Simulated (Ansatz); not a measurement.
The input, for Ansatz 0.2.0:

```yaml
crystal:
  periodic: [false, false, false]
  atoms:
    - {symbol: Al, position_ang: [0.000000, 0.000000, 0.000000]}
    - {symbol: P, position_ang: [0.000000, 0.000000, 3.060000]}
basis:
  gaussian: {orbitals: 6-31G}
magnetization: {spin_polarized: false, initial_magnetization: 2}
correlation: {method: ccsdtq, electrons: outside_noble_gas}
```

```sh
$ ansatz run in.yaml --threads 1 --pin off --events-out ev --progress --plain --max-ram 2393MiB
```

The program prints:

```
493 factors; integrals over basis functions are off by at most 7.2e-8 eV
mean field evaluation 1: about -15849.6574 eV, gradient 1.0e1 eV
mean field evaluation 2: about -15849.6584 eV, gradient 1.0e1 eV
mean field evaluation 4: about -15850.7322 eV, gradient 1.8e0 eV
mean field evaluation 8: about -15850.9564 eV, gradient 2.3e-1 eV
mean field evaluation 16: about -15851.0315 eV, gradient 5.8e-1 eV
mean field evaluation 32: about -15850.9550 eV, gradient 2.3e-1 eV
mean field evaluation 64: about -15850.9594 eV, gradient 5.7e-2 eV
mean field evaluation 96: about -15849.1035 eV, gradient 3.3e-2 eV
mean field evaluation 128: about -15849.0075 eV, gradient 1.3e-2 eV
mean field evaluation 160: about -15851.5867 eV, gradient 3.7e0 eV
...
cycle  15  -2.17308127 eV  change   -6.2e-5 eV  update   4.9e-5
cycle  16  -2.17309198 eV  change   -1.1e-5 eV  update   2.8e-5
cycle  17  -2.17308826 eV  change    3.7e-6 eV  update   1.9e-5
cycle  18  -2.17308038 eV  change    7.9e-6 eV  update   1.0e-5
cycle  19  -2.17307532 eV  change    5.1e-6 eV  update   6.5e-6
cycle  20  -2.17307414 eV  change    1.2e-6 eV  update   5.3e-6
cycle  21  -2.17307546 eV  change   -1.3e-6 eV  update   2.5e-6
cycle  22  -2.17307676 eV  change   -1.3e-6 eV  update   1.7e-6
cycle  23  -2.17307804 eV  change   -1.3e-6 eV  update   1.5e-6
cycle  24  -2.17307853 eV  change   -5.0e-7 eV  update   9.3e-7
Total energy: -15854.02740216 eV, -582.6247607838 hartree
```

For the same geometry and basis full CI lies 0.1 meV lower.

Ran on 1 thread of Arm Neoverse V1, shared host: 25 s wall, 0.2 GiB peak host memory.
